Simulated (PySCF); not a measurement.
This PySCF input (PBE/pcseg-2) gives -342.39339 Eh with 62 basis functions.

```python
import numpy as np, basis_set_exchange as bse
from pyscf import gto, scf, dft, df

basis = {'H': gto.basis.parse(bse.get_basis('pcseg-2', elements=['H'], fmt='nwchem')), 'P': gto.basis.parse(bse.get_basis('pcseg-2', elements=['P'], fmt='nwchem'))}
mol = gto.M(
    atom='''
    P     0.00056199    0.07657355    0.08927023
    H     1.02683735   -0.58960829   -0.66288796
    H    -1.03526727   -0.55899489   -0.67616545
    ''',
    basis=basis,
    charge=-1,
    verbose=4,
    max_memory=2160,
)
mf = dft.RKS(mol, xc='pbe')
mf.grids.level = 3
mf = mf.density_fit(auxbasis=df.autoaux(mol))
mf.conv_tol = 1e-9
mf.max_cycle = 100
print('smallest overlap eigenvalue', np.linalg.eigvalsh(mol.intor('int1e_ovlp'))[0])
mf.kernel()
dip = mf.dip_moment()
```

Change:
```diff
- basis = {'H': gto.basis.parse(bse.get_basis('pcseg-2', elements=['H'], fmt='nwchem')), 'P': gto.basis.parse(bse.get_basis('pcseg-2', elements=['P'], fmt='nwchem'))}
+ basis = {'H': gto.basis.parse(bse.get_basis('aug-cc-pV(D+d)Z', elements=['H'], fmt='nwchem')), 'P': gto.basis.parse(bse.get_basis('aug-cc-pV(D+d)Z', elements=['P'], fmt='nwchem'))}
```

What does the run give now?

-342.38686 Eh (PBE/aug-cc-pV(D+d)Z, 50 functions), a change of +6.53 mEh.
